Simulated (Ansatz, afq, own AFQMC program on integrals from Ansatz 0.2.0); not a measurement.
**Where AFQMC and coupled cluster stand for HfH, quartet**

```yaml
atoms:
  - { symbol: Hf, position_ang: [0.0000, 0.0000, 0.0000] }
  - { symbol: H, position_ang: [0.0000, 0.0000, 6.4570] }
```

Basis def2-TZVP with its core potentials. Only valence electrons are correlated. Integrals, coupled cluster, full CI and functionals: Ansatz 0.2.0; the random walks run on the same integrals in our own AFQMC program. The CISD trial takes its coefficients from CCSD amplitudes. Released means that phaseless walkers are propagated on without the constraint, phases kept. ± is one standard error of the sampling. No spin–orbit coupling. The metal's outer-core s and p shells are frozen, which shifts wave-function levels against functionals.

Determinant: UHF, the one that the program's search chose, which needn't be the lowest solution. The geometry is a point of a scan.

Full CI on the same integrals is exact in this basis and with this determinant's frozen core.

Cautions: no spin-orbit coupling; outer-core shells of the metal frozen; lower spins were not checked.

The T1 diagnostic is 0.0187 and the weight of the determinant in the CISD state is 0.908. The ⟨S²⟩ of the determinant is 3.764 and the size of the correlated space is 5 electrons in 42 orbitals.

Reference: full CI, correlation energy -1.626 eV. The released energy is read at 4.20 1/Eh (meV from the phaseless value at times in 1/Eh: -7.8 ± 1.0 at 0.60, -12.7 ± 1.3 at 1.20, -15.8 ± 1.0 at 2.00, -24.1 ± 1.6 at 3.00, -24.8 ± 2.1 at 4.20).

| level | E − E(reference) (meV) | share of correlation (%) |
| --- | --- | --- |
| HF | 1626.2 | 0.00 |
| MP2 | 487.5 | 70.02 |
| CCSD | 103.4 | 93.64 |
| CCSD(T) | 36.2 | 97.77 |
| CCSDT | 3.3 | 99.80 |
| CCSDT(Q) | 1.0 | 99.94 |
| CCSDTQ | 0.0 | 100.00 |
| ph-AFQMC/CISD | 33.6 ± 1.2 | 97.93 |
| released AFQMC | 8.9 ± 2.1 | 99.46 |

CCSDT and higher add their correlation energy to the determinant of the CCSD(T) run, since their own runs factorise the integrals more tightly (a shift of under 2 meV). Released energies are given only where the last usable release times agree within the noise; a slower fall can still hide under it.
